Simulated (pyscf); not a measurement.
**Four-centre exchange: H₃C–GaH₂ + water (H₂O) -> H₃C–GaH–OH + hydrogen (H₂)**

Gas phase, singlet surface, charge 0. Bonds broken: Ga2–H6, O8–H9. Bonds formed: Ga2–O8, H6–H9. PySCF, gas phase, ωB97X-D3(BJ)/def2-SVP geometries.

Transition state (Å):

```xyz
10

C     -1.1623    -0.9641     0.9460
Ga    -0.0809     0.1942    -0.1931
H     -1.0432    -2.0188     0.6494
H     -2.2260    -0.6970     0.8588
H     -0.8632    -0.8761     2.0023
H     -0.6274     1.9544     0.0690
H      1.4581     0.2314    -0.4636
O     -1.1022     0.7944    -1.7699
H     -0.9488     1.7040    -0.8433
H     -0.5849     1.0016    -2.5590
```

One imaginary mode, 1288i cm⁻¹; descent along it reached the two sides named, in the forms told below.

```tsv
bond	change	reactant side (Å)	saddle	product side
Ga2–H6	breaks	1.586	1.862	2.7
O8–H9	breaks	0.967	1.307	2.9
Ga2–O8	forms	2.200	1.972	1.796
H6–H9	forms	2.7	0.999	0.761
```

Electronic energies relative to the separated reactants (kJ/mol):

```
level                   barrier  reaction energy  reverse barrier
----------------------  -------  ---------------  ---------------
ωB97X-D3(BJ)/def2-TZVP     32.7            -60.9             93.6
PBE/def2-TZVP              17.4            -60.2             77.6
r²SCAN/def2-TZVP           14.5            -66.7             81.2
B3LYP-D3(BJ)/def2-TZVP     32.4            -61.6             94.0
PBE0-D3(BJ)/def2-TZVP      25.9            -54.4             80.3
M06-2X/def2-TZVP           21.8            -75.5             97.3
ωB97M-D3(BJ)/def2-TZVP     38.6            -55.1             93.7
HF/def2-TZVP               94.6            -45.5            140.0
```

With ωB97M-D3(BJ)/def2-TZVP energies and thermal terms (ideal gas, 1 atm, RRHO with modes under 100 cm⁻¹ raised to 100, one conformer, R ln 2 for chiral ones without a mode under 150 cm⁻¹), in kJ/mol:

```csv
T (K),ΔH‡,ΔG‡,ΔH,ΔG
298,33.3,79.1,-63.7,-54.3
600,33.3,125.8,-59.6,-46.3
900,35.8,171.6,-56.1,-40.4
1200,39.1,216.4,-53.4,-35.7
```

On the reactant side the descent ends in an adduct with a Ga–O contact, 62.7 kJ/mol under the separated species and 95.4 kJ/mol under the saddle at ωB97X-D3(BJ)/def2-TZVP. What is counted as formed (Ga–O) is already present as a longer contact in the reactant adduct; forming that adduct is a step of its own. At the saddle there is also a short Ga–H contact that neither side keeps. This is the saddle that the search found; another between the same sides may lie lower. Elements up to Kr have no core potential and no relativistic terms here.
